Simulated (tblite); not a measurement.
A geometry optimisation, step by step.

C₅H₅S (doublet state).
Atom-mapped SMILES: `[H]/[C:1]=[CH:2]\[C:3](=[S:4])[CH:5]=[CH2:6]` (hydrogens: H7 on C1; H8 on C2; H9 on C5; H10, H11 on C6)
Bond orders are those of one Lewis drawing.

Computed with GFN2-xTB (tblite), gas phase: L-BFGS steps from a force-field or distance-geometry start until the largest atomic force falls under 0.01 eV/Å. 14 of its 42 geometries are shown.

Step 0: E = -443.6993 eV, largest atomic force 1.880 eV/Å
```
atom  x, y, z in Å  |  force x, y, z in eV/Å
C1     -1.914    1.092    0.519   -0.075   0.455   0.085
C2     -1.707   -0.138    0.173    1.069   0.372   0.169
C3     -0.333   -0.734   -0.047    0.213   0.100  -0.084
S4     -0.207   -2.355   -0.494    0.032   1.810   0.508
C5      0.817    0.211    0.137   -0.550  -1.327  -0.369
C6      2.102   -0.119   -0.035   -0.037  -0.075   0.049
H7     -2.117    2.109    0.793    0.218  -0.716  -0.199
H8     -2.545   -0.804    0.062   -0.052  -0.510  -0.168
H9      0.596    1.233    0.412   -0.411  -0.123   0.017
H10     2.881    0.623    0.122   -0.211  -0.256  -0.079
H11     2.432   -1.116   -0.314   -0.195   0.270   0.073
```

Step 3: E = -443.8485 eV, largest atomic force 0.646 eV/Å
```
atom  x, y, z in Å  |  force x, y, z in eV/Å
C1     -1.913    1.099    0.519    0.149  -0.604  -0.174
C2     -1.673   -0.129    0.182   -0.292   0.302   0.126
C3     -0.330   -0.709   -0.046   -0.167   0.314   0.082
S4     -0.202   -2.279   -0.473    0.123  -0.259  -0.071
C5      0.801    0.175    0.125    0.205   0.413   0.073
C6      2.091   -0.126   -0.032   -0.049  -0.079  -0.008
H7     -2.106    2.087    0.786    0.004   0.372   0.096
H8     -2.523   -0.820    0.054    0.454  -0.026  -0.044
H9      0.571    1.202    0.407   -0.267  -0.195  -0.024
H10     2.867    0.610    0.118   -0.141  -0.052  -0.007
H11     2.423   -1.108   -0.311   -0.019  -0.187  -0.048
```

Step 6: E = -443.8747 eV, largest atomic force 0.258 eV/Å
```
atom  x, y, z in Å  |  force x, y, z in eV/Å
C1     -1.912    1.099    0.518   -0.109   0.224   0.068
C2     -1.677   -0.122    0.187    0.183   0.020  -0.022
C3     -0.333   -0.692   -0.043    0.113  -0.146  -0.030
S4     -0.191   -2.270   -0.471    0.040   0.035   0.005
C5      0.804    0.187    0.125   -0.091  -0.101  -0.021
C6      2.087   -0.137   -0.033   -0.048   0.010  -0.009
H7     -2.099    2.097    0.789    0.068   0.020   0.002
H8     -2.485   -0.834    0.047   -0.027  -0.188  -0.042
H9      0.539    1.194    0.408   -0.077   0.189   0.053
H10     2.854    0.604    0.117    0.044  -0.016   0.000
H11     2.417   -1.122   -0.315   -0.097  -0.047  -0.004
```

Step 9: E = -443.8818 eV, largest atomic force 0.147 eV/Å
```
atom  x, y, z in Å  |  force x, y, z in eV/Å
C1     -1.920    1.106    0.520   -0.068  -0.128  -0.026
C2     -1.670   -0.116    0.189   -0.028  -0.014  -0.014
C3     -0.327   -0.694   -0.043   -0.023   0.032   0.014
S4     -0.182   -2.269   -0.471    0.021  -0.029  -0.010
C5      0.800    0.191    0.126   -0.025   0.078   0.033
C6      2.082   -0.139   -0.035    0.011   0.042   0.004
H7     -2.089    2.108    0.791    0.092  -0.011  -0.008
H8     -2.465   -0.852    0.041    0.047   0.063   0.018
H9      0.520    1.202    0.412    0.059  -0.049  -0.022
H10     2.853    0.598    0.116    0.037  -0.052  -0.012
H11     2.403   -1.131   -0.316   -0.122   0.069   0.024
```

Step 13: E = -443.8982 eV, largest atomic force 0.355 eV/Å
```
atom  x, y, z in Å  |  force x, y, z in eV/Å
C1     -1.986    1.085    0.520   -0.138   0.048   0.006
C2     -1.655   -0.118    0.181   -0.175  -0.058   0.056
C3     -0.315   -0.694   -0.041   -0.037   0.139  -0.009
S4     -0.153   -2.270   -0.473   -0.013   0.167   0.057
C5      0.786    0.216    0.137    0.121   0.070  -0.013
C6      2.062   -0.118   -0.032    0.144  -0.123   0.012
H7     -2.010    2.111    0.787    0.239  -0.250  -0.080
H8     -2.424   -0.871    0.036   -0.184  -0.067  -0.027
H9      0.510    1.220    0.415   -0.072   0.152   0.057
H10     2.877    0.566    0.109   -0.019   0.101   0.006
H11     2.313   -1.123   -0.309    0.133  -0.179  -0.066
```

Step 16: E = -443.9484 eV, largest atomic force 0.689 eV/Å
```
atom  x, y, z in Å  |  force x, y, z in eV/Å
C1     -2.092    1.043    0.514   -0.214   0.620   0.185
C2     -1.678   -0.133    0.183    0.313  -0.207  -0.099
C3     -0.317   -0.650   -0.036    0.224  -0.139  -0.002
S4     -0.125   -2.228   -0.461   -0.057   0.274   0.066
C5      0.797    0.261    0.148   -0.290  -0.240  -0.090
C6      2.062   -0.111   -0.024   -0.126  -0.064  -0.026
H7     -1.863    2.050    0.763    0.212  -0.049  -0.029
H8     -2.415   -0.891    0.029   -0.432  -0.526  -0.109
H9      0.501    1.253    0.423    0.071   0.387   0.116
H10     2.904    0.544    0.100   -0.025   0.017   0.013
H11     2.231   -1.134   -0.310    0.325  -0.072  -0.026
```

Step 19: E = -443.9822 eV, largest atomic force 0.250 eV/Å
```
atom  x, y, z in Å  |  force x, y, z in eV/Å
C1     -2.126    1.038    0.514    0.027  -0.048  -0.002
C2     -1.697   -0.144    0.184   -0.112  -0.022  -0.050
C3     -0.319   -0.632   -0.032   -0.136  -0.034   0.059
S4     -0.125   -2.203   -0.454    0.005  -0.041  -0.026
C5      0.798    0.273    0.148   -0.139   0.012   0.005
C6      2.063   -0.117   -0.023   -0.184   0.060  -0.035
H7     -1.803    2.019    0.751    0.189   0.144   0.026
H8     -2.448   -0.913    0.024    0.099  -0.107  -0.021
H9      0.514    1.280    0.431    0.190  -0.022  -0.012
H10     2.907    0.544    0.099   -0.132  -0.092   0.005
H11     2.243   -1.143   -0.314    0.194   0.149   0.051
```

Step 22: E = -444.0015 eV, largest atomic force 0.179 eV/Å
```
atom  x, y, z in Å  |  force x, y, z in eV/Å
C1     -2.132    1.038    0.516    0.086   0.120   0.016
C2     -1.719   -0.151    0.179   -0.028   0.022   0.032
C3     -0.338   -0.629   -0.025   -0.049  -0.009  -0.031
S4     -0.128   -2.197   -0.454   -0.028  -0.042  -0.005
C5      0.781    0.275    0.148    0.014  -0.035   0.014
C6      2.045   -0.113   -0.027    0.025  -0.025  -0.005
H7     -1.758    2.014    0.747    0.058  -0.164  -0.044
H8     -2.456   -0.935    0.020    0.049   0.027  -0.001
H9      0.544    1.290    0.433   -0.025  -0.018  -0.010
H10     2.890    0.539    0.100   -0.075   0.129   0.033
H11     2.276   -1.128   -0.309   -0.026  -0.005  -0.001
```

Step 25: E = -444.0069 eV, largest atomic force 0.161 eV/Å
```
atom  x, y, z in Å  |  force x, y, z in eV/Å
C1     -2.133    1.041    0.515   -0.024  -0.063  -0.012
C2     -1.732   -0.152    0.182    0.104  -0.033  -0.031
C3     -0.349   -0.624   -0.025    0.087  -0.065  -0.003
S4     -0.134   -2.193   -0.452   -0.052  -0.026  -0.009
C5      0.777    0.272    0.149   -0.033  -0.033  -0.017
C6      2.041   -0.115   -0.027   -0.006   0.048   0.024
H7     -1.717    1.993    0.740    0.110   0.115   0.024
H8     -2.456   -0.941    0.017   -0.058   0.017   0.013
H9      0.551    1.291    0.433   -0.055  -0.033  -0.005
H10     2.872    0.556    0.105   -0.039   0.064   0.016
H11     2.285   -1.126   -0.309   -0.034   0.007   0.000
```

Step 28: E = -444.0132 eV, largest atomic force 0.140 eV/Å
```
atom  x, y, z in Å  |  force x, y, z in eV/Å
C1     -2.118    1.045    0.515    0.064  -0.097  -0.021
C2     -1.726   -0.152    0.181   -0.017  -0.029  -0.021
C3     -0.350   -0.639   -0.029   -0.005  -0.001   0.030
S4     -0.149   -2.209   -0.456    0.010  -0.005  -0.007
C5      0.768    0.261    0.149    0.015   0.050  -0.026
C6      2.036   -0.107   -0.025   -0.008   0.000   0.015
H7     -1.670    1.986    0.735    0.061   0.091   0.017
H8     -2.457   -0.936    0.019   -0.084   0.026   0.013
H9      0.544    1.280    0.430   -0.137  -0.023   0.013
H10     2.844    0.591    0.115    0.026  -0.052  -0.017
H11     2.283   -1.117   -0.307    0.075   0.042   0.005
```

Step 32: E = -444.0201 eV, largest atomic force 0.151 eV/Å
```
atom  x, y, z in Å  |  force x, y, z in eV/Å
C1     -2.079    1.048    0.514   -0.025   0.145   0.032
C2     -1.724   -0.160    0.178   -0.006   0.033   0.032
C3     -0.354   -0.659   -0.030   -0.021  -0.040  -0.045
S4     -0.164   -2.228   -0.461    0.063  -0.016  -0.001
C5      0.759    0.250    0.143   -0.049  -0.060   0.024
C6      2.034   -0.100   -0.020   -0.001   0.040  -0.014
H7     -1.629    1.993    0.735    0.002  -0.121  -0.031
H8     -2.480   -0.921    0.024    0.005   0.020   0.001
H9      0.507    1.262    0.428   -0.039  -0.007  -0.008
H10     2.821    0.618    0.122    0.074  -0.026  -0.005
H11     2.315   -1.101   -0.304   -0.004   0.030   0.015
```

Step 35: E = -444.0229 eV, largest atomic force 0.031 eV/Å
```
atom  x, y, z in Å  |  force x, y, z in eV/Å
C1     -2.075    1.052    0.514    0.012   0.027   0.009
C2     -1.728   -0.159    0.180    0.009  -0.008  -0.010
C3     -0.360   -0.666   -0.033    0.009  -0.005   0.000
S4     -0.160   -2.233   -0.463    0.013   0.002   0.000
C5      0.751    0.246    0.144   -0.008  -0.007   0.004
C6      2.029   -0.090   -0.019   -0.005   0.008  -0.005
H7     -1.588    1.979    0.729   -0.011  -0.009  -0.002
H8     -2.489   -0.915    0.026   -0.009  -0.003   0.003
H9      0.484    1.255    0.428    0.008   0.000  -0.002
H10     2.822    0.624    0.124   -0.006   0.002   0.005
H11     2.319   -1.089   -0.301   -0.014  -0.007   0.000
```

Step 38: E = -444.0230 eV, largest atomic force 0.013 eV/Å
```
atom  x, y, z in Å  |  force x, y, z in eV/Å
C1     -2.074    1.052    0.514    0.012   0.004   0.001
C2     -1.727   -0.159    0.180   -0.006   0.001   0.001
C3     -0.359   -0.666   -0.033   -0.005   0.002  -0.002
S4     -0.159   -2.233   -0.463    0.011   0.000   0.000
C5      0.751    0.246    0.144    0.000   0.003   0.001
C6      2.029   -0.090   -0.019   -0.001  -0.002   0.000
H7     -1.592    1.981    0.729   -0.004  -0.009  -0.003
H8     -2.488   -0.915    0.026   -0.002   0.003   0.001
H9      0.486    1.255    0.427    0.000   0.001   0.000
H10     2.822    0.623    0.124   -0.003  -0.001   0.001
H11     2.316   -1.090   -0.301   -0.002  -0.001  -0.001
```

Step 41: E = -444.0230 eV, largest atomic force 0.005 eV/Å
```
atom  x, y, z in Å  |  force x, y, z in eV/Å
C1     -2.073    1.052    0.514    0.002   0.001   0.000
C2     -1.727   -0.160    0.179    0.002  -0.001   0.002
C3     -0.359   -0.666   -0.033    0.001   0.000  -0.002
S4     -0.156   -2.233   -0.463   -0.001  -0.001   0.001
C5      0.750    0.246    0.144   -0.001   0.002  -0.003
C6      2.029   -0.090   -0.019   -0.001  -0.001   0.005
H7     -1.591    1.980    0.729   -0.001  -0.003  -0.002
H8     -2.489   -0.915    0.026    0.001   0.001  -0.001
H9      0.485    1.256    0.427    0.001   0.002   0.002
H10     2.822    0.623    0.124   -0.002  -0.002  -0.001
H11     2.314   -1.091   -0.301    0.000   0.001  -0.002
```

Question: Summarise the path.

Answer: The energy falls by 7.47 kcal/mol from step 0 to step 41; nine tenths of that is first reached at step 21. It falls at every step. The largest force goes from 1.880 to 0.005 eV/Å. Among the bonds C3–C5 changes most, from 1.500 to 1.447 Å; the atoms move by 0.193 Å rms after alignment.

Question: Follow the three bonds and two angles with the largest change from start to end.

Answer: 
```
step  E above end (kcal/mol)  largest force (eV/Å)  C3–C5 (Å)  C3=S4 (Å)  C2–C3 (Å)  C2–C1–H7 (°)  C3–C2–H8 (°)
   0                    7.47                 1.880      1.500      1.686      1.514         178.2         116.6
   2                    4.47                 0.626      1.457      1.636      1.495         179.5         115.5
   4                    3.72                 0.301      1.444      1.637      1.476         179.9         115.5
   5                    3.58                 0.297      1.446      1.640      1.477         179.9         114.9
   7                    3.33                 0.161      1.446      1.640      1.480         179.3         112.8
   9                    3.25                 0.147      1.443      1.638      1.480         178.1         112.1
  11                    3.13                 0.238      1.439      1.638      1.479         174.7         111.5
  12                    3.02                 0.253      1.439      1.640      1.477         171.2         111.1
  14                    2.66                 0.469      1.441      1.644      1.473         160.0         110.3
  16                    1.72                 0.689      1.451      1.646      1.472         148.8         111.5
  18                    1.37                 0.983      1.451      1.635      1.480         144.0         113.7
  20                    0.82                 0.206      1.449      1.638      1.477         142.4         112.8
  21                    0.56                 0.232      1.448      1.639      1.476         141.1         112.5
  23                    0.45                 0.142      1.450      1.639      1.476         140.6         112.2
  25                    0.37                 0.161      1.450      1.640      1.475         139.0         111.8
  27                    0.27                 0.173      1.448      1.640      1.475         137.5         111.5
  29                    0.18                 0.138      1.446      1.638      1.473         138.0         112.0
  30                    0.14                 0.116      1.446      1.638      1.473         138.7         112.4
  32                    0.07                 0.151      1.447      1.638      1.473         139.2         113.0
  34                    0.01                 0.055      1.448      1.638      1.474         138.1         113.1
  36                    0.00                 0.014      1.447      1.638      1.474         137.6         113.0
  37                    0.00                 0.013      1.447      1.637      1.474         137.6         113.0
  39                    0.00                 0.014      1.447      1.637      1.474         137.7         113.1
  41                    0.00                 0.005      1.447      1.637      1.474         137.7         113.1
```

What follows is the cost of the whole relaxation. On Arm Neoverse V2, one thread (shared host), this took 0.18 s of wall time.
